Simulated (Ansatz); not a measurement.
AlH2(SMe) (CH₅AlS). The state is a singlet with charge 0. Geometry r2SCAN-D4/def2-TZVP, basis def2-TZVP, Ansatz.

```csv
run,HOMO (eV),LUMO (eV)
A,-9.38,0.34
B,-9.53,0.60
C,-8.21,-0.51
D,-6.21,-2.23
E,-6.09,-2.01
F,-6.43,-1.89
```

Problem. The runs used B97M-V, BHLYP, LDA (SPW92), PBE, ωB97M-V, ωB97X-V. Estimate which is which.

Solution. A ωB97M-V (range-separated); B ωB97X-V (range-separated); C BHLYP (50 % exact exchange); D LDA (SPW92) (0 % exact exchange); E PBE (0 % exact exchange); F B97M-V (0 % exact exchange). Exact exchange lowers occupied and raises empty levels; among semilocal functionals meta-GGAs tend to open the gap a little, and such runs are hard to tell apart. The gap grows from 3.98 eV (LDA (SPW92)) to 10.13 eV (ωB97X-V).
